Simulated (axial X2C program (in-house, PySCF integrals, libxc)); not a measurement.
# Estimating the spin–orbit splitting of the π levels of SF⁻

All values were computed with an in-house relativistic program for diatomic molecules. Spin-free means the one-electron spin-free X2C Hamiltonian; two-component (2c) means X2C with spin–orbit coupling and atomic mean-field two-electron Coulomb and Gaunt terms, so the difference of the two also holds small scalar two-electron terms. Basis: S dyall-av3z [9s8p3d2f], F dyall-av3z [7s6p3d2f] (cores contracted in-house); Gaussian nuclei, density fitting, unrestricted open shells. Masses: S 31.972 u, F 18.998 u.

Hartree–Fock at 1.721 Å, closed shell. Valence p splittings ε(p3/2) − ε(p1/2) of spherical Dirac–Hartree–Fock atoms with fractionally filled p shells: S 3p 0.090 eV, F 2p 0.072 eV.

```tsv
filled π level (eV), spin-free	F p share	S p share
-11.19	0.90	0.05
-2.90	0.07	0.87
```

Problem. In first order a p shell splits by 3ζ/2 and a π orbital by ζ. Estimate the splitting of each π level from the shares.

Solution. level -11.19 eV: (2/3) × (0.90 × 0.072 + 0.05 × 0.090) = 0.05 eV; level -2.90 eV: (2/3) × (0.07 × 0.072 + 0.87 × 0.090) = 0.06 eV.

The two-component Hartree–Fock calculation gives:

```tsv
ε(ω = 1/2) (eV)	σ share of it	ε(ω = 3/2) (eV)	splitting (eV)	estimate (eV)
-11.213	0.00	-11.168	0.05	0.05
-2.935	0.00	-2.869	0.07	0.06
```

The estimate leaves out the mixing of π1/2 with σ1/2 levels, which pushes the ω = 1/2 spinor up or down, the d and f parts of the orbital, small shares of the strongly split outer-core p shell of a metal, the Gaunt term (absent from the atomic values), and the change of the atomic p orbitals with charge; Löwdin shares depend on the basis.
